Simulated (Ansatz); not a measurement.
**AlSi3: from a trial structure to a relaxed crystal**

Computed with DFT PBE, scalar-relativistic, plane waves, PAW (Ansatz 0.2.0).

AlSi3 was placed on the TiAl3 (D0_22) structure type (I4/mmm, No. 139), with Al in place of Ti, Si in place of Al, at a guessed volume.

Input of the last, converged step (default PAW datasets):

```yaml
crystal:
  lattice:
    - [-1.8861872365, 1.8861872365, 4.2133013593]
    - [1.8861872365, -1.8861872365, 4.2133013593]
    - [1.8861872365, 1.8861872365, -4.2133013593]
  atoms:
    - { symbol: Al, position: [0.0, 0.0, 0.0] }
    - { symbol: Si, position: [0.5, 0.5, 0.0] }
    - { symbol: Si, position: [0.25, 0.75, 0.5] }
    - { symbol: Si, position: [0.75, 0.25, 0.5] }
basis:
  ecutwfc: 420
kpoints:
  mp_grid: { grid: [18, 18, 18] }
hamiltonian:
  xc: pbe
scf:
  occupations: { method: gaussian, width: 0.1 }
output:
  forces: true
  stress: true
  eigenvalues: true
relax:
  adjacent_minimum: "off"
  f_tol: 0.01
  max_steps: 80
  cell: { stress_tol: 0.05 }
```

Launched as:

```bash
ansatz run input.yaml --threads 1 --pin off --max-ram 2560MiB --backend cpu --events-out ev --progress --plain --runs-dir out
```

It took 5.1 min on 1 thread of Arm Neoverse V1, with other jobs on the host, peak memory 0.63 GiB.

End of the output:

```
SCF converged after 4 iterations
Free energy (F): -2443.468469 eV
Harris-Foulkes:  -2443.468469 eV  (|F-HF|=0.00e0)
Internal energy: -2443.461342 eV  (E = F + TS)
E sigma→0 (E₀):  -2443.464905 eV
Entropy (-TS):   -0.007126 eV (-1.782 meV/atom)
Fermi energy:    10.074553 eV
--- Per-component energies (eV) ---
  E_band       = 69.092045
  E_kinetic    = 145.951250
  E_local      = 10.961167  (includes V_loc(G=0)·N_el)
  E_nonlocal   = 86.359982
  E_hartree    = 3.898756
  E_xc         = -208.014659
  E_vxc        = -172.735642  (∫ρ·V_xc dr)
  E_paw        = -2003.657403  (= ΣΔE_a)
  E_vpaw       = -9.242245  (= ΣTr[D̂ρ^β])
  E_aug_tail   = 0.000021  (compensation charges beyond the density's cutoff)
  E_ewald      = -478.960456
  E_smearing   = -0.007126  (= −TS)
  E_closure    = 0.000000  (closes the sum)
  Σ components = -2443.468469   (vs F -2443.468469, Δ=0.00e0)
--- Forces (eV/Å), atoms counted from 1 ---
  atom   1  Al     0.00000000     0.00000000     0.00000000
  atom   2  Si     0.00000000     0.00000000     0.00000000
  atom   3  Si     0.00000000     0.00000000     0.00000000
  atom   4  Si     0.00000000     0.00000000     0.00000000
  max |Σ_I F_I| component: 6.94e-18 eV/Å
--- Stress (GPa, compression-positive) ---
        0.022628       0.000000       0.000000
        0.000000       0.022628       0.000000
        0.000000       0.000000      -0.015975
  P = ⅓ Tr σ = 0.0098 GPa (0.098 kbar)
--- Relaxed structure (13 steps of the walk, 9 accepted, 1 SCFs on fresh bases) ---
  F+E_penalty+E_count = -2443.46846850 eV   max|allowed force component| = 5.204e-18 eV/Å   (the final SCF, on the basis selected at the relaxed cell)
  cell:  # Å, volume = 59.4358 Å³
    - [-1.937673, 1.937673, 3.957560]
    - [1.937673, -1.937673, 3.957560]
    - [1.937673, 1.937673, -3.957560]
  atoms:
    - { symbol: Al, position: [0.000000, 0.000000, 0.000000] }
    - { symbol: Si, position: [0.500000, 0.500000, 0.000000] }
    - { symbol: Si, position: [0.250000, 0.750000, 0.500000] }
    - { symbol: Si, position: [0.750000, 0.250000, 0.500000] }
```

Absolute energies hang on the potentials; compare differences alone.

The result has space group I4/mmm (No. 139). Al has 12 Si at 2.74–2.77 Å; Si on Wyckoff site b (1 atom of the primitive cell) is coordinated by 4 Al at 2.74 Å and 8 Si at 2.77 Å; Si on Wyckoff site d (2 atoms of the primitive cell) has 8 Si at 2.74–2.77 Å and 4 Al at 2.77 Å.

Against the elements it lies at 0.37 eV/atom. The zero of energy is the elements' standard structures at the same level; no fitted shifts are applied.

For metals, differences of a few meV/atom aren't resolved.

A structure relaxed within its symmetry needn't be a true minimum.